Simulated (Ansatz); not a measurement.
# H8Si3: the cost of one run

Computed with Ansatz 0.2.0 (DFT PBE, Gaussian basis def2-tzvp, unless a step's input says otherwise).

### Step 1. Starting point

Bond lengths: Si1–H2 1.480 Å, Si1–H3 1.480 Å, Si1–Si4 2.350 Å, Si4–H5 1.486 Å, Si4–H6 1.486 Å, Si4–H7 1.486 Å, Si1–Si8 2.350 Å, Si8–H9 1.486 Å, Si8–H10 1.486 Å, Si8–H11 1.486 Å. Angles (14 of 18 angles, heavy atoms first): Si4–Si1–Si8 109.5°, H2–Si1–Si4 109.5°, H2–Si1–Si8 109.5°, H3–Si1–Si4 109.5°, H3–Si1–Si8 109.5°, Si1–Si4–H5 109.5°, Si1–Si4–H6 109.5°, Si1–Si4–H7 109.5°, Si1–Si8–H9 109.5°, Si1–Si8–H10 109.5°, Si1–Si8–H11 109.5°, H2–Si1–H3 109.5°, H5–Si4–H6 109.4°, H5–Si4–H7 109.4°.

As a file:

```xyz
11

Si    0.0000    0.0000    0.0000
H     0.8545    0.8545    0.8545
H     0.8545   -0.8545   -0.8545
Si   -1.3568    1.3568   -1.3568
H    -0.6151    1.7237   -2.5906
H    -2.5903    0.6149   -1.7242
H    -1.7235    2.5907   -0.6152
Si   -1.3568   -1.3568    1.3568
H    -2.7834   -1.0000    1.1460
H    -1.1464   -2.7834    0.9996
H    -1.0002   -1.1458    2.7834
```

### Step 2. Relaxing the atoms: H8Si3

The input, input.yaml:

```yaml
relax:
  f_tol: 0.001
  max_steps: 200
crystal:
  periodic: [false, false, false]
  atoms:
    - { symbol: Si, position_ang: [0.0, 0.0, 0.0] }
    - { symbol: H, position_ang: [0.85448, 0.85448, 0.85448] }
    - { symbol: H, position_ang: [0.85448, -0.85448, -0.85448] }
    - { symbol: Si, position_ang: [-1.35677, 1.35677, -1.35677] }
    - { symbol: H, position_ang: [-0.6151, 1.72373, -2.59057] }
    - { symbol: H, position_ang: [-2.59032, 0.6149, -1.72418] }
    - { symbol: H, position_ang: [-1.72349, 2.5907, -0.6152] }
    - { symbol: Si, position_ang: [-1.35677, -1.35677, 1.35677] }
    - { symbol: H, position_ang: [-2.78341, -0.99998, 1.14601] }
    - { symbol: H, position_ang: [-1.14642, -2.78337, 0.99961] }
    - { symbol: H, position_ang: [-1.00018, -1.1458, 2.78342] }
basis:
  gaussian: { orbitals: def2-tzvp }
hamiltonian:
  xc: pbe
```

Run with:

```sh
> ansatz run input.yaml --threads 8 --pin off --max-ram 8192MiB --backend cpu --events-out ev --progress --plain --runs-dir out
```

What time and memory should one allow on 8 threads of Intel Xeon Platinum 8259CL at 2.50GHz (Skylake/Cascade Lake), shared host?

About 20 s, with a peak of 0.22 GiB.
